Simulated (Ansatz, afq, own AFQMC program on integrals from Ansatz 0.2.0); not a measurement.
**SiH, doublet → SiH⁺, triplet**

```json
{"atom": "Si", "x (Å)": "0.0000", "y (Å)": "0.0000", "z (Å)": "0.0000"}
{"atom": "H", "x (Å)": "0.0000", "y (Å)": "0.0000", "z (Å)": "1.5317"}
```

E(triplet, charge +1) − E(doublet, charge +0) at this geometry, on UHF and UHF determinants.

Basis cc-pVTZ. Noble-gas cores (and the filled d shells of Ga–Kr and In–Xe) are frozen. Ansatz 0.2.0 and our own AFQMC program on the same integrals; the CISD trial comes from CCSD amplitudes, and released means the phaseless constraint is let go. Free AFQMC starts from the CCSD state and is never constrained. Its projection time is finite, and what remains of the start isn't in its error. ± is one standard error of the sampling. The errors of all members are added in quadrature.

Full CI on the same integrals is exact in this basis and with this determinant's frozen core.

The best estimate is CCSD(T) at the basis-set limit (CBS: def2-TZVPP and def2-QZVPP, with their diffuse functions for anions and beside diffuse sets, CCSD(T) itself extrapolated) plus the step from CCSD(T) to full CI in cc-pVTZ. Rows without CBS are in cc-pVTZ; B2PLYP and the wave-function rows carry a basis error of their own. Core correlation and relativity beyond core potentials are missing, and ± holds the sampling alone.

Cautions: SiH (doublet): the determinant is a saddle point among determinants of its kind; SiH⁺ (triplet): another spin lies lower; this isn't the first ionization.

Best estimate: 10.193 eV.

```csv
level,vertical ionization energy (eV),error against the best estimate (eV)
HF,9.037,-1.156
MP2,9.894,-0.299
CCSD,10.079,-0.114
CCSD(T),10.112,-0.081
CCSDT,10.116,-0.077
CCSDT(Q),10.117,-0.076
free AFQMC,10.118 ± 0.001,-0.075 ± 0.001
FCI,10.117,-0.076
HF/CBS,9.032,-1.161
MP2/CBS,10.002,-0.192
CCSD(T)/CBS,10.187,-0.006
PBE,10.053,-0.140
r2SCAN,9.978,-0.216
PBE0,10.054,-0.139
B3LYP,10.194,0.001
wB97M-V,10.111,-0.082
B2PLYP,10.054,-0.139
```

Correlation beyond CCSD(T) adds 0.006 eV. Going to the basis-set limit adds 0.076 eV at CCSD(T). The perturbative (T) step is worth +0.033 eV. The functionals spread over 0.216 eV; B3LYP comes nearest and r2SCAN is 0.216 eV too low.

Best estimates are given only where the step beyond CCSD(T) is under 0.3 eV and no member's determinant is very poor (T1 over 0.05, or 0.07 for open shells, ⟨S²⟩ too high by 0.3, two states mixed), so the hardest cases are missing from such tables.

The functionals ran in a triple-zeta set and keep a basis error of their own, a few kJ/mol for each bond in atomization energies and more for double hybrids, so close places among them and the extrapolated levels can swap.

CCSDT and higher add their correlation energy to the determinant of the CCSD(T) run, since their own runs factorise the integrals more tightly (a shift of under 2 meV). Free projections are given only where their last times agree within the noise and don't stop above the reference; a slow remainder of the start can still hide under it. Each member of a difference takes its own highest rung, so a best estimate needn't equal the limit plus the step of one row. A walk keeps the symmetry of its determinant, which the program's search chose and which needn't be the lowest solution, so a lower state of the same spin and another symmetry isn't excluded.
